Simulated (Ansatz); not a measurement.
**PNH (quartet): wave-function methods side by side, cc-pVTZ**

How much of the correlation energy of PNH (quartet) does each wave-function method recover here?

Method: cc-pVTZ, core rule «outside noble gas», up to 6 orbitals frozen; program: Ansatz 0.2.0, Gaussian basis.

The runs, in order: UHF; CCSD(T) on ROHF; CCSD(T) on UHF; BCCD(T) on ROHF; CCSDT(Q) on ROHF; CCSDT(Q) on UHF; CASSCF and MRCISD+Q, 11 electrons in 9 orbitals; CASSCF and NEVPT4(SD), 11 electrons in 9 orbitals; CASSCF and NEVPT2, 11 electrons in 9 orbitals.

3 further runs of the same task are left out: 3 set aside as unsound or not needed.

### 1 The geometry

The geometry is a PBE0/def2-TZVP stationary point (not a proven minimum) of the parent state, kept for this charge and spin.

3 atoms, charge 0, spin multiplicity 4.

Atoms are counted from 1 here; the program's logs count them from 0.

Bond lengths: N1–P2 1.539 Å, N1–H3 1.016 Å. Angles: P2–N1–H3 124.7°.

### 2 UHF

Contents of in.yaml:

```yaml
crystal:
  periodic: [false, false, false]
  atoms:
    - {symbol: N, position_ang: [0.000000, -0.117899, 1.017231]}
    - {symbol: P, position_ang: [0.000000, 0.031932, -0.514503]}
    - {symbol: H, position_ang: [0.000000, 0.657116, 1.674759]}
basis:
  gaussian: {orbitals: cc-pVTZ}
magnetization: {spin_polarized: true, initial_magnetization: 3}
hamiltonian: {xc: hf}
output: {orbitals: {seedname: orbitals}}
```

Started as:

```sh
ansatz run in.yaml --threads 1 --pin off --events-out ev --progress --plain --max-ram 4096MiB --backend cpu
```

The runs that follow: CCSD(T) on ROHF; CCSD(T) on UHF; BCCD(T) on ROHF; CCSDT(Q) on ROHF; CCSDT(Q) on UHF; CASSCF and MRCISD+Q, 11 electrons in 9 orbitals; CASSCF and NEVPT4(SD), 11 electrons in 9 orbitals; CASSCF and NEVPT2, 11 electrons in 9 orbitals.

Before running them: what should the planned runs give, taken together? Wanted: UCCSDT(Q) below the RHF energy; RMP2 from UCCSDT(Q); UMP2 from UCCSDT(Q); RCCSD from UCCSDT(Q); RCCSD(T) from UCCSDT(Q); UCCSD(T) from UCCSDT(Q); RCCSDT(Q) from UCCSDT(Q); NEVPT2 valence from UCCSDT(Q); NEVPT4(SD) valence from UCCSDT(Q).

The runs gave:

```
                         quantity                                                   value
   UCCSDT(Q) below the RHF energy                                              -8.6431 eV
              RMP2 from UCCSDT(Q)                                             +1114.5 meV
              UMP2 from UCCSDT(Q)                                             +1186.0 meV
             RCCSD from UCCSDT(Q)                                              +344.0 meV
          RCCSD(T) from UCCSDT(Q)                                               +42.7 meV
          UCCSD(T) from UCCSDT(Q)                                               +42.5 meV
         RCCSDT(Q) from UCCSDT(Q)                                                +2.8 meV
    NEVPT2 valence from UCCSDT(Q)                                             +1494.1 meV
NEVPT4(SD) valence from UCCSDT(Q)                                              +183.8 meV
  MRCISD+Q valence from UCCSDT(Q)                                              +124.2 meV
levels within 1 kcal/mol (43 meV)  RCCSD(T), UCCSD(T), BCCD(T), RCCSDT, UCCSDT, RCCSDT(Q)
                    T1 diagnostic                                                   0.023
   effectively unpaired electrons                                                    3.01
```

In words: RCCSD(T) lands +42.7 meV from the yardstick (0.5 % of the correlation energy). One determinant dominates. Of the multireference levels listed MRCISD+Q valence comes nearest in total energy (+124.2 meV), which doesn't show that its space is the better one. These misses are within one basis, not against nature; the frozen cores of restricted and unrestricted runs differ, which can shift their rows.
